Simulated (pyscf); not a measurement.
H₂Se + SiH₄ -> H₂Se + SiH₄ (four-centre exchange; singlet surface; H–Se, H–Si broken, H–Se, H–Si formed). Structures and frequencies: ωB97X-D3(BJ)/def2-SVP in PySCF. MP2 and CC: frozen core, UHF for open shells. ΔMP2 is the change of the MP2 total energy from the triple- to the quadruple-zeta basis. Energies in eV from the separated reactants.

```tsv
level	barrier	reaction energy
B3LYP-D3(BJ)/def2-TZVP	[?]	0.00
PBE0-D3(BJ)/def2-TZVP	3.46	0.00
M06-2X/def2-TZVP	3.74	0.00
MP2/def2-QZVPP	3.95	0.00
CCSD/def2-TZVPP	4.10	0.00
CCSD(T)/def2-TZVPP	3.90	0.00
CCSD(T)/def2-TZVPP + ΔMP2(QZVPP)	[?]	0.00
```

Task: Complete the blanks.

Result: 
- B3LYP-D3(BJ)/def2-TZVP, barrier: 3.62
- CCSD(T)/def2-TZVPP + ΔMP2(QZVPP), barrier: 3.87

The same reactants have a lower exit, to H₃Si–SeH + H₂ (barrier +2.12 eV at ωB97M-D3(BJ), against +3.81 eV here). One saddle was located; it need not be the lowest between these sides. The CCSD(T) − MP2 part came from Ansatz, without density fitting, on the same reference. The frozen core leaves the outer d or s,p core shells of the metals and heavy elements correlated in the MP2 and CC values, and def2-TZVPP describes them poorly, which can shift differences by a few kcal/mol. Elements up to Kr have no core potential and no relativistic terms here.
